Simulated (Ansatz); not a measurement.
Basis sets over 5 cases of the atomisation energy at CCSD(T) with Ansatz (elements up to F), each against its own reference: (a) Hartree-Fock in aug-cc-pV5Z plus the correlation part extrapolated as X^-3 from aug-cc-pVQZ and aug-cc-pV5Z; (b) Hartree-Fock in aug-cc-pVQZ plus the correlation part extrapolated as X^-3 from aug-cc-pVTZ and aug-cc-pVQZ; (c) Hartree-Fock in cc-pVQZ plus the correlation part extrapolated as X^-3 from cc-pVTZ and cc-pVQZ. By their distance from other large sets or by the extrapolation step the references are unsure by up to roughly 1.17 kcal/mol. B3LYP-D3(BJ)/def2-TZVP geometries; electronic energies; frozen cores; unrestricted open shells; no added dispersion term; no relativity. Cartesian d functions in some cases of 6-31+G*. 

Cases are drawn at random; left out are references unsure by over 1.3 kcal/mol, doubtful singlets, and cases whose largest runs show a restricted determinant unstable towards unrestricted orbitals, <S^2> over 0.1 too high or, where CCSD(T) ran, T1 over 0.025 (0.045 for open shells). Sets are drawn from those converged to one state in every case.

Cases (SMILES) and reference values:
- O (H2O) → 2 H atom + O atom: 233.08 kcal/mol (b)
- C (CH4) → C atom + 4 H atom: 419.74 kcal/mol (c)
- N (NH3) → 3 H atom + N atom: 297.71 kcal/mol (b)
- O=[N] (N-O) → N atom + O atom: 151.60 kcal/mol (b)
- N#N (N2) → 2 N atom: 227.02 kcal/mol (a)

| basis | functions over def2-SVP (largest species, mean of cases) | mean signed deviation (kcal/mol) | mean absolute | largest | within 4 kcal/mol |
|---|---|---|---|---|---|
| pcseg-0 | 0.6 | -61.67 | 61.67 | 66.91 | 0 of 5 |
| def2-SV(P) | 0.8 | -34.06 | 34.06 | 50.76 | 0 of 5 |
| cc-pVDZ | 1.0 | -25.62 | 25.62 | 30.71 | 0 of 5 |
| def2-SVP | 1.0 | -18.74 | 18.74 | 24.56 | 0 of 5 |
| 6-31+G* | 1.1 | -31.55 | 31.55 | 40.64 | 0 of 5 |
| 6-311G** | 1.3 | -19.72 | 19.72 | 23.28 | 0 of 5 |
| def2-SVPD | 1.5 | -14.92 | 14.92 | 19.39 | 0 of 5 |
| aug-pcseg-1 | 1.7 | -17.84 | 17.84 | 23.04 | 0 of 5 |
| def2-TZVP | 1.9 | -12.28 | 12.28 | 16.10 | 0 of 5 |
| 6-311++G(2d,2p) | 2.0 | -14.89 | 14.89 | 19.11 | 0 of 5 |
| def2-TZVPP | 2.4 | -8.16 | 8.16 | 10.43 | 0 of 5 |
| def2-TZVPD | 2.4 | -10.98 | 10.98 | 13.70 | 0 of 5 |
| jun-cc-pV(T+d)Z | 2.8 | -7.75 | 7.75 | 10.55 | 0 of 5 |
| def2-TZVPPD | 2.9 | -7.49 | 7.49 | 10.14 | 0 of 5 |
| 6-311++G(3df,3pd) | 3.0 | -5.99 | 5.99 | 8.85 | 1 of 5 |
| aug-cc-pVTZ | 3.7 | -6.76 | 6.76 | 9.56 | 0 of 5 |
| aug-pcseg-2 | 3.7 | -6.64 | 6.64 | 9.55 | 0 of 5 |
| def2-QZVP | 4.7 | -3.37 | 3.37 | 4.63 | 4 of 5 |
| pcseg-3 | 5.0 | -2.59 | 2.59 | 3.76 | 5 of 5 |
| def2-QZVPPD | 5.2 | -3.15 | 3.15 | 4.35 | 4 of 5 |

Of the sets for which every case ran a larger relative (same family, alike in diffuse functions), none listed holds all cases within 4 kcal/mol together with them. Inside, though some case ran no larger relative to test it: pcseg-3. Largest deviations of relatives not listed, over the cases that ran them: pcseg-4 1.43 kcal/mol. A case lies within its reference's uncertainty of the window's edge in 6-311++G(3df,3pd), aug-pcseg-2, def2-QZVP, pcseg-3, def2-QZVPPD. These figures hold for the cases listed.

Ansatz is a quantum-chemistry and plane-wave program.
